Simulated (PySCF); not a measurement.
# Ionisation of dimethyl disulfide

Parent: dimethyl disulfide, `CSSC` (C2H6S2). Non-hydrogen atoms are numbered in `[CH3:1][S:2][S:3][CH3:4]`.

Computed at ωB97X-D3(BJ)/ma-def2-TZVP // PBE0-D3(BJ)/def2-SVP with PySCF (density fitting, grid level 2). ωB97X-D3(BJ) is ωB97X-V with D3(BJ) in place of VV10. Zero-point and thermal terms (298.15 K, 1 bar) come from unscaled PBE0-D3(BJ)/def2-SVP harmonic frequencies, with soft modes damped to free rotors in the entropy.

Frontier levels of the parent: HOMO -9.18 eV, LUMO 1.14 eV.

Oxidation to the radical cation:
- Vertical ionisation energy (electronic): 9.05 eV
- Adiabatic ionisation energy (with zero-point energy): 8.25 eV
- Adiabatic, electronic part: 8.25 eV
- Vertical gap at the product's structure: 7.69 eV
- Inner reorganisation energy (four-point): 1360 meV
- Relaxation of product / of parent: 801 / 559 meV
- ⟨S²⟩ of the product: 0.758
- Largest spin populations: S2 0.49, S3 0.49
- Largest changes of atomic charge: S2 0.37, S3 0.37
- Distances that move most (Å): S2–S3 2.057 → 2.016; C1–S2 1.812 → 1.795; S3–C4 1.812 → 1.796
- Potential in acetonitrile: 5.93 V absolute, 1.39 V against Fc+/Fc computed at 4.54 V (solvation -16 → -238 kJ/mol)

Solvents are IEF-PCM continua (electrostatics only, gas-phase structures); absolute potentials refer to an electron at rest in vacuum. Fc+/Fc in acetonitrile, 4.54 V, is ωB97X-D3(BJ)/ma-def2-TZVP on PBE0-D3(BJ)/def2-SVP structures with GFN2-xTB thermal terms. Benchmark calculations put it near 5.0 V in acetonitrile and DMSO, so it is about 0.5 V low, and the value against it can read up to that much too high.

Adiabatic ionisation energy: the gap is larger than usual, and may come from another state, site, conformer or species, from an onset or band maximum that doesn't mark the energy named, from the functional or basis, or from an outlying measurement.

Measured values (NIST Chemistry WebBook, evaluated or the median of agreeing entries): vertical ionisation energy 8.97 eV (computed 9.05, difference 0.08); adiabatic ionisation energy 7.40 eV (computed 8.25, difference 0.85).
